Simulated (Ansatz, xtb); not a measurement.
## Two isomers of HOS

Structure X is `O[S]`, a doublet and structure Y is `[O]S`, a doublet. Both are isolated molecules in the gas phase, relaxed with r2SCAN-D4/def2-TZVP.

Energies in hartree; the thermal terms are from r2SCAN-D4/def2-TZVP harmonic frequencies (ideal gas, rigid rotor, one conformer each, 298.15 K, 1 atm) and include the zero-point energy:

|  | X | Y |
| --- | --- | --- |
| E, CCSD(T)/def2-TZVPP | −473.405460 | −473.406068 |
| zero-point energy | 0.013084 | 0.010271 |
| H(298 K) − E | 0.016944 | 0.014106 |
| G(298 K) − E | −0.010314 | −0.013310 |

Question: Work out ΔE, ΔE₀, ΔH and ΔG for X → Y in kcal/mol (1 Eh = 627.51 kcal/mol) and the equilibrium ratio [Y]/[X].

Answer: 1. ΔE = −473.406068 − (−473.405460) = −0.000608 Eh = −0.38 kcal/mol.
2. ΔE₀ = ΔE + ΔZPE = −0.000608 + (−0.002813) Eh = −2.15 kcal/mol.
3. ΔH = ΔE + (−0.002838) Eh = −2.16 kcal/mol.
4. ΔG = ΔE + (−0.002996) Eh = −2.26 kcal/mol, so ΔS = (ΔH − ΔG)/T = +1.4 J/(mol K).
5. kT = 0.9442 mEh, so K = [Y]/[X] = exp(−ΔG/kT) = exp(+3.82) ≈ 45.

Structure Y is favoured at this temperature. An error of 1 kcal/mol in ΔG would change K by a factor of 5.4. Mirror images and further conformers aren't counted.

As drawn, Y has 1 S–H in place of 1 O–H.

Other levels gave ΔE = +1.2 (GFN2-xTB); +16.7 (HF/STO-3G, GFN2-xTB geometries); +2.5 (r2SCAN-D4/def2-SVP, GFN2-xTB geometries); −5.6 (r2SCAN-D4/def2-TZVP); +2.3 (HF/def2-TZVPP); +2.5 (MP2/def2-TZVPP) kcal/mol. Open shells are spin-unrestricted. The correlated steps freeze 6 core orbitals. Programs: Ansatz 0.2.0, xtb 6.7.1.
